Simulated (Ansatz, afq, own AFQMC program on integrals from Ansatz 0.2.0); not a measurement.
# CHO, doublet: AFQMC among the cluster methods

```xyz
3

O     0.0000    0.0621    0.4796
C     0.0000   -0.1369   -0.5269
H     0.0000    0.6450   -1.3354
```

Connectivity, by distances: O–CH.

Basis cc-pVDZ. Only valence electrons are correlated. Integrals, coupled cluster, full CI and functionals: Ansatz 0.2.0; the random walks run on the same integrals in our own AFQMC program. ph-AFQMC/CISD is guided by a CISD state made of CCSD amplitudes; releasing the constraint for a short imaginary time cuts its bias at the price of noise, slowly where states lie close. Uncertainties: one standard error, sampling alone.

Determinant: UHF, the one that the program's search chose, which needn't be the lowest solution. The geometry is a point of a scan.

No full CI on the walks' own integrals is used here; CCSDT(Q) serves as the reference and is uncertain by about the last step of the cluster series.

- T1 diagnostic: 0.0153
- weight of the determinant in the CISD state: 0.911
- ⟨S²⟩ of the determinant: 0.761
- size of the correlated space: 11 electrons in 31 orbitals

Reference: CCSDT(Q), correlation energy -8.126 eV. The released energy is read at 2.40 1/Eh (meV from the phaseless value at times in 1/Eh: 6 ± 12 at 0.24, -7 ± 9 at 0.51, -15 ± 14 at 0.99, -6 ± 13 at 1.62, -25 ± 15 at 2.40).

```tsv
level	E − E(reference) (meV)	share of correlation (%)
HF	8126.1	0.00
MP2	632.9	92.21
CCSD	243.5	97.00
CCSD(T)	32.8	99.60
CCSDT	19.6	99.76
ph-AFQMC/HF	-0.9 ± 68.2	100.01
ph-AFQMC/CISD	23.0 ± 14.4	99.72
released AFQMC	-1.9 ± 15.4	100.02
```

A walk keeps the symmetry of its determinant, which the program's search chose and which needn't be the lowest solution, so a lower state of the same spin and another symmetry isn't excluded. Released energies are given only where the last usable release times agree within the noise; a slower fall can still hide under it.
